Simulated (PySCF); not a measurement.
Computed with TPSSh-D3(BJ)/def2-TZVP // B3LYP-D3(BJ)/def2-TZVP run with PySCF. Isolated molecules, 0 K electronic values unless said otherwise. 

Reference species (SMILES): `[CH3]` (neutral, multiplicity 2).

The dipole moment is 0.00 D.

Changed species: `[CH3][In][CH3]` (radical fragment; the reference has radical fragment).

Task: What does the change do to the dipole moment?

Result: the dipole moment goes up by 0.09 D, to 0.09 D.
